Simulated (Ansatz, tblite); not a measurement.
Cost and result up the ladder for B2H6 (8 atoms). Charge 0, multiplicity 1. Geometry: PBE-D4/def2-TZVP.

```xyz
8

B     0.2634   -0.3538   -0.7593
H    -0.5471   -0.5706   -1.6131
H     1.4233   -0.6066   -0.9127
H     0.1478    0.9026   -0.3694
B    -0.2634    0.3538    0.7593
H     0.5471    0.5705    1.6131
H    -1.4233    0.6066    0.9127
H    -0.1479   -0.9026    0.3694
```

Ansatz on 4 threads of Arm Neoverse V1 on a shared host; xTB runs through tblite on one thread. Times are rough, summed over both states, and most runs start from the orbitals of an earlier one. PBE0-D4/def2-TZVP serves as the yardstick here, not as an exact answer. The other state is a triplet.

The xTB rows come from tblite.

xTB has no spin-polarisation term.

```
              level  functions  wall time
           GFN2-xTB         14    0.004 s
           GFN1-xTB         20    0.005 s
   PBE-D4/def2-TZVP         98      1.2 s
  PBE0-D4/def2-TZVP         98      1.4 s
r2SCAN-D4/def2-TZVP         98      2.5 s
```

(1) Estimate what each level gives for the vertical triplet (eV).

Answers

(1) 
```
              level  vertical triplet (eV)  difference from PBE0-D4/def2-TZVP (eV)
           GFN2-xTB                   5.96                                   -0.14
           GFN1-xTB                   6.45                                    0.35
   PBE-D4/def2-TZVP                   5.60                                   -0.50
  PBE0-D4/def2-TZVP                   6.10                                    0.00
r2SCAN-D4/def2-TZVP                   5.79                                   -0.31
```
